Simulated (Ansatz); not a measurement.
Results of PBEsol (PAW; Ansatz, a program for electronic structure) for PdS₂ (Pbca, No. 61).

Numerical settings: plane-wave cutoff 500 eV, 8×8×6 k mesh (along the axes of the cell as run), gaussian smearing 0.02 eV, scalar-relativistic PAW data made under PBE.

Computed at the level's own relaxed cell.

Task: Give the computed volume per atom and band gap.

Result: 
* **volume per atom**: 18.88 Å³/atom
* **band gap**: 0.03 eV (under three smearing widths, so not firm)

Measured, for comparison: band gap 0.7 eV (temperature not stated, not corrected to a static lattice, indirect, bulk, cited; as tabulated in Two-dimensional noble-metal chalcogenides and phosphochalcogenides, Angew. …).

Spin–orbit coupling is not included.

Computed values are for the static lattice.
